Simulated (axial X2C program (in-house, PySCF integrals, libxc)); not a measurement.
**Nuclear properties of HBH⁻**

Calculated with an axial X2C code built on PySCF integrals: two-component X2C with atomic mean-field Coulomb and Gaunt terms, Gaussian nuclei, basis H dyall-v3z, B dyall-v3z with contracted cores.

H–B–H held linear, with bonds 1.185 and 1.185 Å (near the PBE0 minimum at charge -1 of the determinant lowest at the starting distance; the state shown can have its own minimum elsewhere, held linear; other orders of the atoms were not compared).

Determinant lowest in the PBE0 search, Ω = 1 (⟨Sz⟩ = 1.00, ⟨Lz⟩ = 0.00 at PBE0), spin on the atoms H -0.06, B 1.12, H -0.06:

| level | A∥/gI H (MHz) | qzz H (a.u.) | A∥/gI B (MHz) | qzz B (a.u.) |
| --- | --- | --- | --- | --- |
| PBE0 | -9.97 | 0.24 | 6.59 | -0.26 |
| HF | -19.5 | 0.24 | 32.9 | -0.27 |
| B3LYP | -7.87 | 0.23 | 8.06 | -0.27 |

Determinant 0.83 eV from it at PBE0 and this distance, Ω = 0 (closed shell), highest spinor 90% B p, 9% H p:

```tsv
level	qzz H (a.u.)	qzz B (a.u.)
PBE0	0.24	-0.31
HF	0.24	-0.33
B3LYP	0.23	-0.32
```

A∥ (defined per Ω) follows by multiplying with gI = μI/(I μN); qzz is the electric field gradient, eQq0 = 234.96 MHz × Q/barn × qzz. The operators were transformed with the bare-nucleus X2C matrices; with these basis sets, hyperfine constants and field gradients can be off by tens of per cent, and where levels differ in sign neither size nor sign is settled.

(1) With Q(11B) = 0.04059 barn (Q from Pyykkö, Mol. Phys. 2018), turn the PBE0 values of the first state into constants in MHz.

The molecule was held linear; bending was not examined, so a bent shape may lie lower.

Each state is one determinant with collinear spin, which with several unpaired electrons need not be a pure state. Unrestricted Hartree–Fock can overshoot spin polarisation at the nuclei. For an anion, determinants above electron detachment, or with a positive highest level, are held by the basis set. A closed determinant beside an open π² or δ² triplet, such as (π1/2)², mixes with its partner pair into the 0⁺ component of the triplet and ¹Σ⁺, so its energy is not that of a level, and 0⁺ can lie lowest. With several open shells hyperfine constants can be off by a factor of several. Open-shell Ω = 0 determinants with evenly filled partner blocks cannot be reached by this program, so the Ω shown need not be the lowest component. The search compared states at one distance, so a state with another bond length can lie lower. Where a field gradient or hyperfine factor spreads by more than a factor of two over the levels, a constant derived from it is not to be relied on. PBE0 term energies can be off by some tenths of an eV.

## Answers

(1) eQq0(11B) = 234.96 × (0.04059) × (-0.26) = -2.48 MHz.
